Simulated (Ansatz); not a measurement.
`CC1=CC1`. Charge 0, multiplicity 1. The geometry is a stationary point of PBE0-D4/def2-TZVP.

```xyz
10

C     0.946    0.218   -1.110
C     0.115   -0.107    0.053
C    -0.108   -0.749    1.149
C    -1.189    0.200    0.726
H     1.881   -0.346   -1.108
H     0.406    0.000   -2.037
H     1.180    1.287   -1.125
H     0.202   -1.462    1.893
H    -2.118   -0.189    0.306
H    -1.315    1.148    1.253
```

(1) What is the dipole moment at B3LYP/def2-TZVPP? (Best estimate.)

(2) And with PBE, r2SCAN, ωB97M-V? (Estimate.)

(3) Give the Mulliken charges with B3LYP, PBE, r2SCAN in def2-TZVPP. (Estimate.)

## Answers

(1) Ansatz gave: 0.92 D, with components (0.74, -0.06, -0.55) D in this frame, pointing from negative to positive charge.

(2) Ansatz gave: PBE 0.95 D, r2SCAN 0.97 D, ωB97M-V 0.93 D.

(3) The calculation gave: 
```tsv
atom	B3LYP	PBE	r2SCAN
C1	-0.19	-0.18	-0.09
C2	-0.01	-0.01	-0.02
C3	-0.20	-0.18	-0.17
C4	-0.19	-0.18	-0.11
H5	0.09	0.09	0.06
H6	0.09	0.10	0.06
H7	0.09	0.10	0.06
H8	0.17	0.14	0.14
H9	0.07	0.06	0.04
H10	0.07	0.06	0.04
```

B3LYP here is the variant with VWN-RPA as its local correlation; programs differ in this.
